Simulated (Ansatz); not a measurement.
Molecule: dimethylether, C2H6O, charge 0, multiplicity 1. SMILES: COC
Geometry: optimised at B3LYP-D3(BJ)/def2-TZVP (Ansatz, a quantum-chemistry and plane-wave program).

Parts of the frozen-core correlation energy in 6-31G (Ansatz, hartree). Frozen orbitals: 3; correlated occupied orbitals by spin: 10 and 10; virtual: 26 and 26. Spin-orbit coupling is left out. No relativistic terms.

```
term                            value
-------------------------  ----------
reference (HF)             -153.99318
MP2 opposite-spin                   ?
MP2 same-spin                       ?
CCSD correlation             -0.33667
(T)                                 ?
T1 diagnostic                   0.009
largest doubles amplitude       0.029
```

Fill in the missing entries.


- MP2 opposite-spin, value: -0.23854
- MP2 same-spin, value: -0.06581
- (T), value: -0.00648
